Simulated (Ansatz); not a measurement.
A short molecular-dynamics run on C₂H₆Al+, SMILES `[CH3][Al+][CH3]`.

```yaml
crystal:
  periodic: [false, false, false]
  atoms:
    - {symbol: C, position_ang: [-0.913108, 1.308315, -1.039036]}
    - {symbol: Al, position_ang: [-0.000657, 0.000254, 0.000900]}
    - {symbol: C, position_ang: [0.912961, -1.308259, 1.039238]}
    - {symbol: H, position_ang: [-1.852005, 0.899554, -1.424247]}
    - {symbol: H, position_ang: [-0.293712, 1.619149, -1.885658]}
    - {symbol: H, position_ang: [-1.138912, 2.188260, -0.429376]}
    - {symbol: H, position_ang: [1.212687, -2.150842, 0.408957]}
    - {symbol: H, position_ang: [0.263464, -1.681725, 1.836513]}
    - {symbol: H, position_ang: [1.809283, -0.874706, 1.492720]}
basis:
  gaussian: {orbitals: "6-31G*"}
total_charge: 1
hamiltonian: {xc: {name: r2SCAN}, dispersion: d3bjatm}
md: {timestep: 2 fs, n_steps: 20, ensemble: nvt_nose_hoover, temperature: 1000, initial_velocities: maxwell_boltzmann, seed: 931}
```

```sh
$ ansatz run in.yaml --threads 2 --pin off --events-out ev --progress --plain --max-ram 32768MiB --backend cpu
```

| step | time (fs) | potential energy (eV) | kinetic (eV) | T (K) | conserved (eV) |
| --- | --- | --- | --- | --- | --- |
| 0 | 0.0 | -8759.0090 | 0.9048 | 1000 | -8758.1042 |
| 1 | 2.0 | -8758.6384 | 0.6484 | 717 | -8757.9901 |
| 2 | 4.0 | -8758.5963 | 0.5502 | 608 | -8758.0462 |
| 3 | 6.0 | -8758.4901 | 0.4460 | 493 | -8758.0445 |
| 4 | 8.0 | -8758.3382 | 0.3590 | 397 | -8757.9800 |
| 5 | 10.0 | -8758.7284 | 0.6322 | 699 | -8758.0977 |
| 6 | 12.0 | -8758.5193 | 0.5253 | 581 | -8757.9966 |
| 7 | 14.0 | -8758.5870 | 0.5349 | 591 | -8758.0557 |
| 8 | 16.0 | -8758.5146 | 0.4672 | 516 | -8758.0521 |
| 9 | 18.0 | -8758.3323 | 0.3575 | 395 | -8757.9806 |
| 10 | 20.0 | -8758.7347 | 0.6403 | 708 | -8758.1019 |
| 11 | 22.0 | -8758.5745 | 0.5880 | 650 | -8757.9961 |
| 12 | 24.0 | -8758.7192 | 0.6618 | 731 | -8758.0694 |
| 13 | 26.0 | -8758.6258 | 0.5845 | 646 | -8758.0558 |
| 14 | 28.0 | -8758.3588 | 0.3727 | 412 | -8758.0027 |
| 15 | 30.0 | -8758.5269 | 0.4678 | 517 | -8758.0776 |
| 16 | 32.0 | -8758.4048 | 0.4210 | 465 | -8758.0046 |
| 17 | 34.0 | -8758.6023 | 0.5526 | 611 | -8758.0734 |
| 18 | 36.0 | -8758.5894 | 0.5517 | 610 | -8758.0646 |
| 19 | 38.0 | -8758.3448 | 0.3576 | 395 | -8758.0171 |
| 20 | 40.0 | -8758.4814 | 0.4388 | 485 | -8758.0753 |

Velocities are drawn at the set temperature; a run this short doesn't reach equilibrium.

Frames (Å, forces in eV/Å):

```xyz
9
time=0.0 fs
C    -0.913    1.308   -1.039    0.054   -0.077    0.061
Al   -0.001    0.000    0.001    0.000    0.000    0.000
C     0.913   -1.308    1.039   -0.053    0.077   -0.061
H    -1.852    0.900   -1.424   -0.124    0.008   -0.075
H    -0.294    1.619   -1.886    0.026    0.078   -0.119
H    -1.139    2.188   -0.429   -0.055    0.133    0.021
H     1.213   -2.151    0.409    0.062   -0.129   -0.023
H     0.263   -1.682    1.837   -0.030   -0.083    0.115
H     1.809   -0.875    1.493    0.120   -0.006    0.082
9
time=2.0 fs
C    -0.922    1.306   -1.039   -0.400    1.131    1.123
Al    0.017    0.001    0.007   -0.627    0.500   -0.212
C     0.906   -1.304    1.015   -2.534    1.169    3.295
H    -1.847    0.914   -1.447   -0.358   -0.477   -0.251
H    -0.271    1.549   -1.887   -0.087    0.510    0.042
H    -1.284    2.228   -0.431    1.047   -1.231   -0.995
H     1.115   -2.141    0.479    1.040   -2.736   -1.918
H     0.241   -1.697    1.893    0.795    0.816   -1.404
H     1.765   -0.908    1.505    1.124    0.318    0.321
9
time=4.0 fs
C    -0.933    1.307   -1.035   -0.849    0.740    0.671
Al    0.034    0.003    0.014   -1.181    1.006   -0.526
C     0.891   -1.295    1.000   -1.049   -1.626    2.506
H    -1.855    0.910   -1.480    0.098   -0.587   -0.079
H    -0.251    1.497   -1.887   -0.333    0.757    0.296
H    -1.390    2.221   -0.471    1.561   -1.155   -0.922
H     1.058   -2.235    0.476    0.551   -0.026   -0.375
H     0.248   -1.682    1.896    0.499    0.897   -1.366
H     1.764   -0.930    1.530    0.702   -0.007   -0.205
9
time=6.0 fs
C    -0.946    1.311   -1.028   -0.574   -1.084   -0.598
Al    0.049    0.006    0.019   -1.554    1.452   -0.857
C     0.873   -1.292    0.994    1.524   -3.021    0.970
H    -1.859    0.884   -1.515    0.641   -0.511    0.214
H    -0.244    1.475   -1.875   -0.428    0.855    0.346
H    -1.435    2.170   -0.546    1.054    0.340    0.069
H     1.022   -2.331    0.458    0.245    2.087    0.639
H     0.275   -1.632    1.846   -0.675    0.257    0.133
H     1.790   -0.951    1.548   -0.233   -0.376   -0.918
9
time=8.0 fs
C    -0.962    1.311   -1.024    0.541   -3.307   -1.605
Al    0.062    0.012    0.024   -1.692    1.739   -1.056
C     0.859   -1.299    0.991    3.171   -2.520   -0.672
H    -1.839    0.839   -1.542    0.683   -0.404    0.352
H    -0.253    1.486   -1.850   -0.194    0.810    0.057
H    -1.440    2.131   -0.619   -0.218    2.369    1.284
H     0.994   -2.347    0.465    0.156    2.120    0.644
H     0.276   -1.572    1.802   -1.928   -0.437    1.982
H     1.807   -0.987    1.530   -0.519   -0.370   -0.986
9
time=10.0 fs
C    -0.975    1.300   -1.025    0.176   -1.551   -0.449
Al    0.072    0.019    0.026   -1.592    1.778   -1.058
C     0.856   -1.313    0.986    0.967   -1.132    1.285
H    -1.793    0.778   -1.556    0.179   -0.301    0.239
H    -0.270    1.528   -1.823    0.183    0.624   -0.325
H    -1.454    2.183   -0.642    0.250    0.632    0.645
H     0.973   -2.282    0.496    0.190   -0.039   -0.326
H     0.203   -1.529    1.834   -0.432    0.017    0.292
H     1.804   -1.037    1.474    0.078   -0.028   -0.305
9
time=12.0 fs
C    -0.988    1.285   -1.027    0.283    0.966    0.380
Al    0.081    0.030    0.028   -1.301    1.584   -0.925
C     0.856   -1.332    0.985   -1.755    1.878    3.409
H    -1.740    0.705   -1.561   -0.406   -0.167    0.000
H    -0.280    1.593   -1.809    0.081    0.183   -0.180
H    -1.458    2.260   -0.641    0.713   -1.586   -0.094
H     0.960   -2.218    0.515    0.211   -3.361   -1.892
H     0.113   -1.485    1.876    1.194    0.123   -1.258
H     1.804   -1.089    1.406    0.981    0.380    0.559
9
time=14.0 fs
C    -1.000    1.272   -1.029    0.939    1.591   -0.016
Al    0.087    0.042    0.028   -0.946    1.310   -0.810
C     0.850   -1.344    0.995   -1.222   -0.374    1.533
H    -1.702    0.626   -1.566   -0.428    0.293    0.031
H    -0.287    1.666   -1.801   -0.282   -0.442    0.178
H    -1.434    2.276   -0.643    0.296   -2.018   -0.108
H     0.954   -2.282    0.462   -0.360   -0.435   -0.182
H     0.069   -1.436    1.871    1.596   -0.201   -1.230
H     1.841   -1.125    1.360    0.408    0.276    0.604
9
time=16.0 fs
C    -1.009    1.265   -1.030    1.627    0.053   -0.895
Al    0.092    0.057    0.026   -0.575    0.949   -0.692
C     0.840   -1.357    1.010    1.182   -1.599   -1.094
H    -1.681    0.557   -1.569   -0.154    0.881    0.240
H    -0.305    1.722   -1.786   -0.315   -0.840    0.142
H    -1.400    2.214   -0.649   -0.768   -0.586    0.566
H     0.934   -2.364    0.402   -0.605    1.794    1.219
H     0.086   -1.395    1.818    0.597   -0.609    0.257
H     1.895   -1.152    1.337   -0.989   -0.043    0.255
9
time=18.0 fs
C    -1.013    1.258   -1.034    2.242   -2.064   -1.435
Al    0.096    0.073    0.024   -0.241    0.473   -0.461
C     0.834   -1.376    1.021    3.044   -1.141   -3.440
H    -1.666    0.523   -1.564   -0.159    0.975    0.211
H    -0.334    1.745   -1.766    0.017   -0.713   -0.290
H    -1.394    2.130   -0.634   -1.846    1.474    1.501
H     0.892   -2.377    0.388   -0.508    1.890    1.360
H     0.126   -1.378    1.775   -1.230   -0.763    2.371
H     1.910   -1.180    1.324   -1.317   -0.131    0.183
9
time=20.0 fs
C    -1.009    1.244   -1.042    1.100   -0.133    0.309
Al    0.100    0.089    0.021    0.041   -0.122   -0.068
C     0.838   -1.398    1.022    0.389    0.879   -1.327
H    -1.656    0.526   -1.550   -0.568    0.363   -0.179
H    -0.363    1.742   -1.757    0.368   -0.143   -0.735
H    -1.460    2.103   -0.561   -0.812   -0.165    0.475
H     0.829   -2.317    0.426   -0.291   -0.096    0.126
H     0.119   -1.389    1.823   -0.089   -0.601    0.966
H     1.875   -1.213    1.318   -0.139    0.017    0.433
9
time=22.0 fs
C    -1.002    1.230   -1.050   -0.164    1.661    1.637
Al    0.104    0.106    0.018    0.242   -0.690    0.334
C     0.843   -1.418    1.018   -2.452    3.888    2.095
H    -1.669    0.543   -1.543   -0.748   -0.184   -0.433
H    -0.378    1.733   -1.776    0.205    0.227   -0.575
H    -1.556    2.069   -0.470    0.657   -1.522   -0.876
H     0.756   -2.261    0.469   -0.338   -3.180   -1.898
H     0.109   -1.424    1.909    1.212   -0.326   -0.955
H     1.835   -1.245    1.328    1.386    0.127    0.671
9
time=24.0 fs
C    -0.996    1.221   -1.053   -0.983    1.428    0.885
Al    0.108    0.121    0.016    0.387   -1.166    0.620
C     0.840   -1.425    1.021   -2.284    1.313    1.118
H    -1.710    0.553   -1.553   -0.045    0.006   -0.114
H    -0.386    1.732   -1.817   -0.377    0.152    0.169
H    -1.628    1.977   -0.412    1.258   -1.176   -1.261
H     0.669   -2.327    0.440    0.254   -0.316   -0.144
H     0.145   -1.471    1.957    1.118   -0.044   -1.354
H     1.847   -1.272    1.364    0.674   -0.197    0.080
9
time=26.0 fs
C    -0.992    1.216   -1.052   -1.004   -0.003   -0.734
Al    0.113    0.135    0.014    0.513   -1.580    0.789
C     0.830   -1.428    1.027   -0.424   -0.541   -0.419
H    -1.753    0.563   -1.567    0.754    0.166    0.202
H    -0.407    1.738   -1.852   -0.688    0.122    0.710
H    -1.652    1.839   -0.403    0.716    0.320   -0.509
H     0.592   -2.405    0.405    0.911    1.842    1.083
H     0.224   -1.520    1.954    0.016    0.099   -0.318
H     1.886   -1.308    1.403   -0.792   -0.424   -0.803
9
time=28.0 fs
C    -0.992    1.212   -1.054    0.023   -1.603   -2.087
Al    0.119    0.147    0.014    0.606   -1.864    0.884
C     0.818   -1.432    1.032    1.052   -0.605   -1.939
H    -1.767    0.579   -1.573    0.905   -0.145    0.112
H    -0.455    1.748   -1.860   -0.460    0.416    0.606
H    -1.648    1.713   -0.413   -0.748    2.053    1.086
H     0.550   -2.413    0.411    1.033    1.975    1.008
H     0.303   -1.565    1.939   -1.347    0.067    1.498
H     1.894   -1.359    1.412   -1.062   -0.293   -1.167
9
time=30.0 fs
C    -0.992    1.202   -1.063   -0.569   -1.106   -0.489
Al    0.125    0.156    0.015    0.652   -1.935    0.918
C     0.810   -1.439    1.031    0.207    0.611   -0.252
H    -1.746    0.590   -1.575    0.355   -0.723   -0.274
H    -0.521    1.774   -1.844    0.113    0.938   -0.018
H    -1.673    1.666   -0.381   -0.207    1.599    0.577
H     0.547   -2.345    0.456    0.462    0.234   -0.221
H     0.331   -1.608    1.981   -0.955    0.371    0.633
H     1.861   -1.422    1.375   -0.057    0.011   -0.874
9
time=32.0 fs
C    -0.994    1.189   -1.073   -1.344    0.516    1.258
Al    0.133    0.162    0.017    0.653   -1.818    0.875
C     0.802   -1.444    1.029   -1.001    3.124    2.890
H    -1.712    0.573   -1.588   -0.215   -1.000   -0.504
H    -0.583    1.836   -1.830    0.254    0.781   -0.013
H    -1.705    1.680   -0.327    1.005    0.287   -0.848
H     0.562   -2.267    0.492   -0.760   -2.890   -2.287
H     0.323   -1.637    2.047   -0.014    0.735   -1.138
H     1.827   -1.485    1.306    1.422    0.266   -0.233
9
time=34.0 fs
C    -1.000    1.178   -1.079   -1.392    1.571    0.720
Al    0.141    0.166    0.020    0.622   -1.626    0.757
C     0.791   -1.438    1.036   -1.093    0.653    1.514
H    -1.686    0.518   -1.620    0.044   -0.364   -0.108
H    -0.635    1.928   -1.815    0.005   -0.322    0.625
H    -1.700    1.705   -0.306    1.068   -0.465   -1.243
H     0.548   -2.301    0.442   -0.420   -0.577   -0.685
H     0.314   -1.637    2.070    0.341    0.696   -1.513
H     1.846   -1.537    1.227    0.825    0.434   -0.067
9
time=36.0 fs
C    -1.010    1.171   -1.083   -0.824    1.299   -0.440
Al    0.150    0.167    0.025    0.522   -1.383    0.546
C     0.777   -1.431    1.048    0.667   -1.425   -1.521
H    -1.658    0.449   -1.656    0.451    0.558    0.441
H    -0.687    2.008   -1.777    0.057   -1.129    0.642
H    -1.653    1.712   -0.332    0.104   -0.482   -0.515
H     0.517   -2.356    0.364    0.038    1.646    1.065
H     0.318   -1.611    2.035   -0.004    0.279   -0.263
H     1.898   -1.573    1.145   -1.011    0.638    0.043
9
time=38.0 fs
C    -1.024    1.169   -1.089    0.621   -0.110   -1.244
Al    0.161    0.166    0.030    0.337   -1.042    0.294
C     0.765   -1.428    1.056    2.015   -1.365   -4.256
H    -1.613    0.400   -1.675    0.321    0.930    0.537
H    -0.737    2.045   -1.713    0.464   -0.963   -0.134
H    -1.603    1.701   -0.378   -1.503    0.193    1.123
H     0.488   -2.349    0.327    0.056    1.901    1.493
H     0.322   -1.574    1.990   -0.724   -0.221    1.775
H     1.910   -1.585    1.065   -1.586    0.676    0.411
9
time=40.0 fs
C    -1.035    1.166   -1.098    1.112   -0.492    0.331
Al    0.171    0.164    0.036    0.072   -0.592    0.066
C     0.759   -1.429    1.049    0.670   -0.198   -2.562
H    -1.555    0.388   -1.674   -0.339    0.431    0.001
H    -0.770    2.046   -1.655    0.919    0.006   -1.110
H    -1.609    1.697   -0.381   -1.639   -0.089    1.179
H     0.461   -2.269    0.348   -0.341    0.609    0.698
H     0.298   -1.546    2.013   -0.025   -0.123    0.671
H     1.862   -1.571    1.000   -0.430    0.449    0.727
```

It took 39 s on 2 threads of a server CPU on a shared host, with 0.36 GiB of host memory at the peak.
